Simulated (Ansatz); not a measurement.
We consider 2H WSe2, described by LDA in Ansatz (plane waves, PAW).

Settings: plane-wave cutoff 520 eV, 12×12×4 k mesh (along the axes of the cell as run), perturbation theory, no spin polarisation, scalar-relativistic PAW data made under PBE.

The cell has the measured lattice parameters. Conventional cell: a = 3.2820 Å, b = 3.2820 Å, c = 12.9600 Å, α = 90.00°, β = 90.00°, γ = 120.00°.

Harmonic phonon frequencies (cm⁻¹; i marks an imaginary mode; at Γ without the LO shift):

```
q point                                                            frequencies
-------  ---------------------------------------------------------------------
Γ               0 0 0 21 21 31 174 174 175 175 246 246 246 246 249 250 305 307
M        96 98 116 122 127 129 190 191 210 215 225 226 240 240 257 257 265 265
K        99 99 123 123 138 140 206 206 211 211 211 213 249 249 251 252 258 258
A            15 15 15 15 22 22 174 174 174 174 246 246 246 246 249 249 306 306
```

No imaginary mode appears at these points.

Note: the cell isn't this level's own, so it is under some stress, which shifts stiffness and frequencies.

Ansatz is a first-principles code.
